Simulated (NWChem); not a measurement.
**HOF (hypofluorous acid): levels of theory compared**

Aim: a comparison of 3 runs (B2PLYP/aug-cc-pVTZ, CAM-B3LYP/aug-cc-pVTZ, wB97X/aug-cc-pVTZ) of HOF (hypofluorous acid). 

Program for the calculation: NWChem 7.3.0.

## 1. The system as given

HOF has 3 atoms, charge 0, and is taken as a singlet. As SMILES, `OF`. One bond was lengthened or shortened from a relaxed shape.

Bond lengths: O1–F2 1.406 Å, O1–H3 1.115 Å. Angles: F2–O1–H3 99.1°.

## 2. A single-point energy at B2PLYP/aug-cc-pVTZ (run 1)

File fho.nw:

```
start fho
title "FHO energy"
memory total 2200 mb

geometry units angstrom noautosym nocenter noautoz
O        0.526465      -0.121265       0.279571
F       -0.126035       1.103695       0.052261
H       -0.208690      -0.804280      -0.205350
end

basis spherical bse
* library aug-cc-pVTZ
end

dft
xc hfexch 0.53 becke88 0.47 lyp 0.73 mp2 0.27
dftmp2 semidirect
grid fine
convergence energy 1e-08
maxiter 100
mulliken
end

mp2
freeze core 2
end

task dft energy
```

Started as:

```bash
$ nwchem fho.nw > fho.out
```

What it wrote:

```text
[...]
          Wavefunction type:  closed shell.
          No. of atoms     :     3
          No. of electrons :    18
[...]
          Charge           :     0
          Spin multiplicity:     1
[...]
          AO basis - number of functions:   115
[...]
              XC Information
              --------------
                     Hartree-Fock (Exact) Exchange  0.530
                    Becke 1988 Exchange Functional  0.470
              Lee-Yang-Parr Correlation Functional  0.730
[...]
 d= 0,ls=0.0,diis     1   -175.2975755001 -2.09D+02  2.61D-03  4.12D-01     1.7
[...]
 d= 0,ls=0.0,diis     9   -175.3295043065 -7.76D-09  6.96D-07  1.83D-08    12.4
         Total DFT energy =     -175.329504306475
      One electron energy =     -309.792735945220
           Coulomb energy =      120.099865085232
    Exchange-Corr. energy =      -18.997592336398
 Nuclear repulsion energy =       33.360958889910
[...]
      Total Density - Mulliken Population Analysis
     ---------------------------------------------
    Atom       Charge   Shell Charges
 -----------   ------   -------------------------------------------------------
    1 O    8     8.17   1.95  0.26  1.04  0.66  0.05  1.20  1.97  0.96  0.03  0.00  0.04  0.00  0.00  0.01
    2 F    9     9.19   1.95  0.28  1.07  0.67  0.02  1.54  2.34  1.27  0.03  0.00  0.01  0.01  0.00  0.00
    3 H    1     0.64   0.20  0.35  0.04 -0.00  0.01  0.03  0.00  0.00  0.00
[...]
  Basis functions       =    115
[...]
```

Wall time 16 s (1 thread of Intel Xeon 6975P-C (Granite Rapids), shared host); peak memory 0.29 GiB.

## 3. A single-point energy at CAM-B3LYP/aug-cc-pVTZ (run 2)

File run.py:

```python
from ase import Atoms
from ase.calculators.nwchem import NWChem

system = Atoms(['O', 'F', 'H'], positions=[
    [0.526465, -0.121265, 0.279571],
    [-0.126035, 1.103695, 0.052261],
    [-0.208690, -0.804280, -0.205350],
])

calc = NWChem(
    label='calc',
    theory='dft',
    memory='2200 mb',
    basis='aug-cc-pVTZ',
    basispar='spherical bse',
    dft={'xc': 'xcamb88 1.00 lyp 0.81 vwn_5 0.19 hfexch 1.00', 'cam': '0.33 cam_alpha 0.19 cam_beta 0.46', 'mult': '1', 'grid': 'fine', 'convergence': 'energy 1e-08', 'direct': None, 'iterations': '100', 'mulliken': None},
    task='energy',
)
system.calc = calc

e = system.get_potential_energy()
print(f"E = {e:.6f} eV")
print("dipole (e A):", system.get_dipole_moment().round(4))
```

Started as:

```bash
$ export ASE_NWCHEM_COMMAND="nwchem PREFIX.nwi > PREFIX.nwo"
$ python run.py
```

What it wrote:

```text
E = -4776.988557 eV
dipole (e A): [-0.1951 -0.359  -0.1484]
```

The calculator wrote calc.nwi:

```
title "calc"

permanent_dir calc

scratch_dir calc

start calc

geometry units angstrom nocenter noautosym noautoz
  O  5.2646499999999996e-01 -1.2126500000000000e-01 2.7957100000000001e-01
  F  -1.2603500000000001e-01 1.1036950000000001e+00 5.2261000000000002e-02
  H  -2.0868999999999999e-01 -8.0427999999999999e-01 -2.0535000000000000e-01
end

memory 2200 mb

basis spherical bse noprint
   * library aug-cc-pVTZ
end

dft
  xc xcamb88 1.00 lyp 0.81 vwn_5 0.19 hfexch 1.00
  cam 0.33 cam_alpha 0.19 cam_beta 0.46
  mult 1
  grid fine
  convergence energy 1e-08
  direct
  iterations 100
  mulliken
end

task dft energy
```

calc.nwo:

```text
Northwest Computational Chemistry Package (NWChem) 7.3.0
             --------------------------------------------------------

           Job information
           ---------------

    nwchem branch   = 7.3.0
    use scalapack   = T
    input           = calc.nwi
    prefix          = calc.
    data base       = calc/calc.db
    status          = startup
    nproc           =        1

           Memory information
           ------------------

    heap     =     72089596 doubles =      550.0 Mbytes
    stack    =     72089601 doubles =      550.0 Mbytes
    global   =    144179200 doubles =     1100.0 Mbytes (distinct from heap & stack)
    total    =    288358397 doubles =     2200.0 Mbytes
    verify   = yes
    hardfail = no

[... 65 lines left out ...]
  convergence criterion.
[... 19 lines left out ...]
          Convergence on density requested:  1.00D-05
[... 30 lines left out ...]
          Convergence Information
[... 56 lines left out ...]
   convergence    iter        energy       DeltaE   RMS-Dens  Diis-err    time
[... 13 lines left out ...]
           Coulomb energy =      120.023940348845
[... 7 lines left out ...]
                       DFT Final Molecular Orbital Analysis
[... 828 lines left out ...]
 center of mass
 --------------
 x =   0.30528474 y =   0.95628893 z =   0.27597693

 moments of inertia (a.u.)
 ------------------
          54.949190773071          22.990135307579          -5.081210843584
          22.990135307579          15.770053008616           6.929952503068
          -5.081210843584           6.929952503068          66.600233517714

     Multipole analysis of the density
     ---------------------------------

     L   x y z        total         alpha         beta         nuclear
     -   - - -        -----         -----         ----         -------
     0   0 0 0     -0.000000     -9.000000     -9.000000     18.000000

     1   1 0 0     -0.368720     -2.894903     -2.894903      5.421085
[... 8 lines of this table left out ...]
     2   0 0 2     -8.495172     -5.483226     -5.483226      2.471280

 Task  times  cpu:       54.8s     wall:       54.8s
 Total times  cpu:       54.9s     wall:       54.9s
```

Wall time 56 s (1 thread of Intel Xeon 6975P-C (Granite Rapids), shared host); peak memory 0.1 GiB.

## 4. A single-point energy at wB97X/aug-cc-pVTZ (run 3)

File run.py:

```python
from ase import Atoms
from ase.calculators.nwchem import NWChem

atoms = Atoms('OFH', positions=[
    [0.526465, -0.121265, 0.279571],
    [-0.126035, 1.103695, 0.052261],
    [-0.208690, -0.804280, -0.205350],
])

calc = NWChem(
    label='work',
    theory='dft',
    memory='2200 mb',
    basis='aug-cc-pVTZ',
    basispar='spherical bse',
    dft={'xc': 'wb97x', 'mult': '1', 'grid': 'fine', 'convergence': 'energy 1e-08', 'iterations': '100', 'mulliken': None},
    task='energy',
)
atoms.calc = calc

print("Total energy (eV):", round(atoms.get_potential_energy(), 6))
print("dipole (e A):", atoms.get_dipole_moment().round(4))
```

Started as:

```bash
$ export ASE_NWCHEM_COMMAND="nwchem PREFIX.nwi > PREFIX.nwo"
$ python run.py
```

What it wrote:

```text
Total energy (eV): -4777.014089
dipole (e A): [-0.1925 -0.353  -0.1463]
```

The calculator wrote work.nwi:

```
title "work"

permanent_dir work

scratch_dir work

start work

geometry units angstrom nocenter noautosym noautoz
  O  5.2646499999999996e-01 -1.2126500000000000e-01 2.7957100000000001e-01
  F  -1.2603500000000001e-01 1.1036950000000001e+00 5.2261000000000002e-02
  H  -2.0868999999999999e-01 -8.0427999999999999e-01 -2.0535000000000000e-01
end

memory 2200 mb

basis spherical bse noprint
   * library aug-cc-pVTZ
end

dft
  xc wb97x
  mult 1
  grid fine
  convergence energy 1e-08
  iterations 100
  mulliken
end

task dft energy
```

work.nwo:

```text
Northwest Computational Chemistry Package (NWChem) 7.3.0
             --------------------------------------------------------

           Job information
           ---------------

    nwchem branch   = 7.3.0
    use scalapack   = T
    input           = work.nwi
    prefix          = work.
    data base       = work/work.db
    status          = startup
    nproc           =        1

           Memory information
           ------------------

    heap     =     72089596 doubles =      550.0 Mbytes
    stack    =     72089601 doubles =      550.0 Mbytes
    global   =    144179200 doubles =     1100.0 Mbytes (distinct from heap & stack)
    total    =    288358397 doubles =     2200.0 Mbytes
    verify   = yes
    hardfail = no

[... 65 lines left out ...]
  convergence criterion.
[... 19 lines left out ...]
          Convergence on density requested:  1.00D-05
[... 30 lines left out ...]
          Convergence Information
[... 56 lines left out ...]
   convergence    iter        energy       DeltaE   RMS-Dens  Diis-err    time
[... 14 lines left out ...]
           Coulomb energy =      120.043678725614
[... 7 lines left out ...]
                       DFT Final Molecular Orbital Analysis
[... 828 lines left out ...]
 center of mass
 --------------
 x =   0.30528474 y =   0.95628893 z =   0.27597693

 moments of inertia (a.u.)
 ------------------
          54.949190773071          22.990135307579          -5.081210843584
          22.990135307579          15.770053008616           6.929952503068
          -5.081210843584           6.929952503068          66.600233517714

     Multipole analysis of the density
     ---------------------------------

     L   x y z        total         alpha         beta         nuclear
     -   - - -        -----         -----         ----         -------
     0   0 0 0     -0.000000     -9.000000     -9.000000     18.000000

     1   1 0 0     -0.363863     -2.892474     -2.892474      5.421085
[... 8 lines of this table left out ...]
     2   0 0 2     -8.433284     -5.452282     -5.452282      2.471280

 Task  times  cpu:       66.9s     wall:       66.9s
 Total times  cpu:       66.9s     wall:       66.9s
```

Run time: 68 s. Hardware: 1 thread of Intel Xeon 6975P-C (Granite Rapids), shared host; peak memory 0.11 GiB.

## 5. All runs side by side

| run | level | frozen core orbitals | energy (Eh) | dipole moment (D) | HOMO energy (eV) | LUMO energy (eV) | wall time |
| --- | --- | --- | --- | --- | --- | --- | --- |
| 1 | B2PLYP/aug-cc-pVTZ | 2 | -175.499879 | 2.16 | -11.21 | -0.24 | 16 s |
| 2 | CAM-B3LYP/aug-cc-pVTZ | – | -175.551093 | 2.09 | -10.75 | -0.39 | 56 s |
| 3 | wB97X/aug-cc-pVTZ | – | -175.552031 | 2.06 | -11.70 | 0.76 | 68 s |

## 6. Outcome

```
            quantity          value
 run 3: total energy  -175.55203 Eh
run 3: dipole moment         2.06 D
  run 3: HOMO energy      -11.70 eV
  run 3: LUMO energy        0.76 eV
run 3: HOMO–LUMO gap       12.45 eV
```

The dipole moment (its size) runs from 2.06 D (wB97X/aug-cc-pVTZ) to 2.16 D (B2PLYP/aug-cc-pVTZ). A double hybrid's value is that of its SCF part. The HOMO–LUMO gap runs from 10.36 eV (CAM-B3LYP/aug-cc-pVTZ) to 12.45 eV (wB97X/aug-cc-pVTZ). Totals of different functionals can't be ranked against each other. All runs together took 2.3 min, the longest 68 s.
